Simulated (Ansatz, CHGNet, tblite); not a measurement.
## Fluorite SrCl₂, lattice constant a

Reference value: 6.974 Å (measured, room temperature, not corrected to a static lattice; as tabulated in Kanchana et al., Calculated structural, elastic and electronic properties of …).

| level (code) | value (Å) | difference (%) |
|---|---|---|
| IPEA1-xTB (tblite) | 6.493 | -6.90 |
| CHGNet-r²SCAN | 7.007 | +0.47 |
| PBE (Ansatz) | 7.041 | +0.96 |
| PBE-D3(BJ) (Ansatz) | 6.958 | -0.23 |
| HSE06 (Ansatz) | 7.008 | +0.49 |

Leaving aside IPEA1-xTB (doubt noted below): The reference is not for a static lattice or low temperature, so close values are not ranked against it.

The measured value isn't corrected to a static lattice, so vibrations enter the comparison. A static lattice is as a rule a little smaller than the measured one.  IPEA1-xTB: this parameter set was refitted to ionisation energies, not structures. IPEA1-xTB: the run uses a supercell at the zone centre in place of a k mesh. Cutoffs and k meshes differ between the levels. Ansatz's density-functional and Hartree–Fock values are scalar-relativistic unless marked +SOC, with PAW data made under PBE.

Machine-learned potentials (CHGNet-r²SCAN) are trained on DFT data: a solid inside that data is no test of them.

Differences are worked out from the printed values.

Ansatz is a program for electronic structure.
